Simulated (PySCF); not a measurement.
## Redox energetics: 2-butynal

Molecule: 2-butynal, `CC#CC=O` (C4H4O). Atom numbers as in the mapped SMILES `[CH3:1][C:2]#[C:3][CH:4]=[O:5]`.

These are calculated values, ωB97X-D3(BJ)/ma-def2-TZVP in PySCF (grid level 2) at geometries from PBE0-D3(BJ)/ma-def2-SVP. ωB97X-D3(BJ) is ωB97X-V with D3(BJ) in place of VV10. Zero-point and thermal terms (298.15 K, 1 bar) come from unscaled PBE0-D3(BJ)/ma-def2-SVP harmonic frequencies, with soft modes damped to free rotors in the entropy.

Frontier levels of the parent: HOMO -10.50 eV, LUMO 0.31 eV.

Oxidation to the radical cation:
* Vertical ionisation energy (electronic): 10.24 eV
* Adiabatic ionisation energy (with zero-point energy): 10.03 eV
* Adiabatic, electronic part: 10.10 eV
* Vertical gap at the product's structure: 9.88 eV
* Inner reorganisation energy (four-point): 364 meV
* Relaxation of product / of parent: 136 / 228 meV
* ⟨S²⟩ of the product: 0.761
* Largest spin populations: O5 0.95, H (on C4) 0.08
* Largest changes of atomic charge: O5 0.45, C2 0.24, H (on C4) 0.16
* Distances that move most (Å): C3–C4 1.442 → 1.376; C4–O5 1.208 → 1.242; C1–C2 1.449 → 1.426; C2–C3 1.216 → 1.228
* Potential in DMSO: 7.76 V absolute, 3.23 V against Fc+/Fc computed at 4.53 V (solvation -25 → -243 kJ/mol)

Reduction to the radical anion:
* Vertical electron affinity (electronic): -0.23 eV
* Adiabatic electron affinity (with zero-point energy): 0.14 eV
* Adiabatic, electronic part: 0.07 eV
* Vertical gap at the product's structure: 0.87 eV
* ⟨S²⟩ of the product: 0.775
* Largest spin populations: C2 0.44, O5 0.30, C4 0.26
* Largest changes of atomic charge: C2 -0.31, O5 -0.26, C4 -0.21
* Distances that move most (Å): C4–O5 1.208 → 1.266; C3–C4 1.442 → 1.395; C2–C3 1.216 → 1.259; C1–C2 1.449 → 1.474
* Potential in DMSO: 2.49 V absolute, -2.04 V against Fc+/Fc computed at 4.53 V (solvation -25 → -254 kJ/mol)

Solvents are IEF-PCM continua (electrostatics only, gas-phase structures); absolute potentials refer to an electron at rest in vacuum. Fc+/Fc in DMSO, 4.53 V, is ωB97X-D3(BJ)/ma-def2-TZVP on PBE0-D3(BJ)/def2-SVP structures with GFN2-xTB thermal terms. Benchmark calculations put it near 5.0 V in acetonitrile and DMSO, so it is about 0.5 V low, and the value against it can read up to that much too high.

Measured values (NIST Chemistry WebBook, evaluated or the median of agreeing entries): adiabatic ionisation energy 10.28 eV (computed 10.03, difference -0.25).

Caveats: a negative vertical affinity means that the electron isn't bound at that structure, so the value and what is derived from it hang on the basis.

Hardware: 1 thread of Arm Neoverse V2, shared with other jobs. Command: `OMP_NUM_THREADS=1 python redox_run.py task.json out`. Structures, frequencies and single points: 12 min.
